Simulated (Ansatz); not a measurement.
System (SMILES): C#C (C2H2).
Atoms: C1, C2, H3, H4. Bonds: C1-C2, C1-H4, C2-H3.

Basis-set convergence of the optimised C1-C2 bond length at B3LYP with Ansatz (a program for electronic structure). Cartesian d functions, on some or all atoms, in 6-31G*, 6-31+G*; all else is spherical. The program fits the integrals of some runs and decomposes those of others, by size. No added dispersion term, no relativity. Reference: the value in def2-QZVPPD, 1.1955 Å. Deviations are taken from unrounded values.

```json
[
 {"basis": "6-31G*", "functions": "34", "optimised C1-C2 bond length (Å)": "1.2050"},
 {"basis": "6-31+G*", "functions": "42", "optimised C1-C2 bond length (Å)": "1.2076"},
 {"basis": "cc-pVDZ", "functions": "38", "optimised C1-C2 bond length (Å)": "1.2099"},
 {"basis": "aug-cc-pVDZ", "functions": "64", "optimised C1-C2 bond length (Å)": "1.2097"},
 {"basis": "def2-SVP", "functions": "38", "optimised C1-C2 bond length (Å)": "1.2091"},
 {"basis": "def2-SVPD", "functions": "56", "optimised C1-C2 bond length (Å)": "1.2087"},
 {"basis": "pcseg-1", "functions": "38", "optimised C1-C2 bond length (Å)": "1.2054"},
 {"basis": "aug-pcseg-1", "functions": "64", "optimised C1-C2 bond length (Å)": "1.2055"},
 {"basis": "6-311G**", "functions": "48", "optimised C1-C2 bond length (Å)": "1.1981"},
 {"basis": "6-311+G**", "functions": "56", "optimised C1-C2 bond length (Å)": "1.1994"},
 {"basis": "def2-TZVP", "functions": "74", "optimised C1-C2 bond length (Å)": "1.1968"},
 {"basis": "def2-TZVPD", "functions": "92", "optimised C1-C2 bond length (Å)": "1.1972"},
 {"basis": "cc-pVTZ", "functions": "88", "optimised C1-C2 bond length (Å)": "1.1960"},
 {"basis": "aug-cc-pVTZ", "functions": "138", "optimised C1-C2 bond length (Å)": "1.1963"},
 {"basis": "pcseg-2", "functions": "88", "optimised C1-C2 bond length (Å)": "1.1963"},
 {"basis": "aug-pcseg-2", "functions": "138", "optimised C1-C2 bond length (Å)": "1.1962"},
 {"basis": "def2-TZVPP", "functions": "90", "optimised C1-C2 bond length (Å)": "1.1967"},
 {"basis": "def2-TZVPPD", "functions": "108", "optimised C1-C2 bond length (Å)": "1.1970"},
 {"basis": "def2-QZVPP", "functions": "174", "optimised C1-C2 bond length (Å)": "1.1955"},
 {"basis": "def2-QZVPPD", "functions": "192", "optimised C1-C2 bond length (Å)": "1.1955"}
]
```

What the diffuse functions change, pair by pair:
- 6-31G* to 6-31+G*: 8 more functions, deviation 0.0095 to 0.0121 Å
- cc-pVDZ to aug-cc-pVDZ: 26 more functions, deviation 0.0144 to 0.0142 Å
- def2-SVP to def2-SVPD: 18 more functions, deviation 0.0136 to 0.0132 Å
- pcseg-1 to aug-pcseg-1: 26 more functions, deviation 0.0099 to 0.0100 Å
- 6-311G** to 6-311+G**: 8 more functions, deviation 0.0027 to 0.0039 Å
- def2-TZVP to def2-TZVPD: 18 more functions, deviation 0.0014 to 0.0017 Å
- cc-pVTZ to aug-cc-pVTZ: 50 more functions, deviation 0.0005 to 0.0008 Å
- pcseg-2 to aug-pcseg-2: 50 more functions, deviation 0.0008 to 0.0007 Å
- def2-TZVPP to def2-TZVPPD: 18 more functions, deviation 0.0012 to 0.0015 Å
- def2-QZVPP to def2-QZVPPD: 18 more functions, deviation 0.0000 to 0.0000 Å

Leaving out the reference's own pair, they bring the value nearer the reference by more than 0.0001 Å in 3 of 9 pairs.
